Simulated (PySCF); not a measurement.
Species: C₂H₂F₂.
Geometry (PBE0-D3(BJ)/def2-SVP, Å), atoms numbered from 1 in this order:
```
atom  x, y, z in Å
F1    -1.6093   -0.6607    0.0008
C2    -0.6273    0.2282   -0.0004
C3     0.6583   -0.1105    0.0000
F4     1.0753   -1.3680    0.0019
H5    -0.9498    1.2719   -0.0014
H6     1.4527    0.6392   -0.0009
```

Theory: core-valence-separated Tamm–Dancoff BHandHLYP/aug-pcX-1 (pcseg-1 on H) in PySCF, non-relativistic, gas phase, PBE0-D3(BJ)/def2-SVP geometry. Absolute energies from this functional tend to lie a few eV below measured edges; no shift was applied.

Question: What does the C 1s absorption edge look like?

Answer: 
```
E (eV)       f  core hole on          main final orbital  polarisation
285.10  0.1359         C2/C3  LUMO+2 (2 roots, f summed)  out of plane
287.14  0.0083         C2/C3                 LUMO (47 %)      in plane
287.18  0.0687         C2/C3                 LUMO (47 %)      in plane
288.36  0.0341         C2/C3  LUMO+3 (2 roots, f summed)      in plane
289.69  0.0006         C2/C3  LUMO+1 (2 roots, f summed)             –
289.85  0.0083         C2/C3  LUMO+4 (2 roots, f summed)  out of plane
```

The first line with a tenth or more of the strongest one's intensity is at 285.10 eV (f = 0.136, sum of 2), with the hole on C2/C3 (vinylic C–F carbon), polarised out of plane: a 1s→π* resonance. It is also the strongest listed.

Question: What does the F 1s absorption edge look like?

Answer: 
```
E (eV)       f  core hole on          main final orbital  polarisation
686.00  0.0475         F1/F4  LUMO+3 (2 roots, f summed)      in plane
686.37  0.0227         F1/F4  LUMO+2 (2 roots, f summed)  out of plane
687.80  0.0198         F1/F4  LUMO+1 (2 roots, f summed)      in plane
688.42  0.0076         F1/F4  LUMO+3 (2 roots, f summed)      in plane
```

The first line with a tenth or more of the strongest one's intensity is at 686.00 eV (f = 0.048, sum of 2), with the hole on F1/F4 (vinyl fluorine), polarised in plane. It is also the strongest listed.

Roots within 0.03 eV whose holes lie on the same, on equivalent or on shared atoms are summed into one line, and the highest roots are left out, as the search may have cut off their partners. Final orbitals are the ground state's empty Kohn–Sham orbitals. A dash: too weak, shared between unlike atoms, or no plane or axis to refer to.

Question: What is the summed oscillator strength of the listed C K lines, and their intensity-weighted mean energy?

Answer: Σf = 0.256 over 6 lines from 285.10 to 289.85 eV; the weighted mean is 286.32 eV. The strongest line holds 53 % of the sum.

Only the lowest roots of each edge were sought.
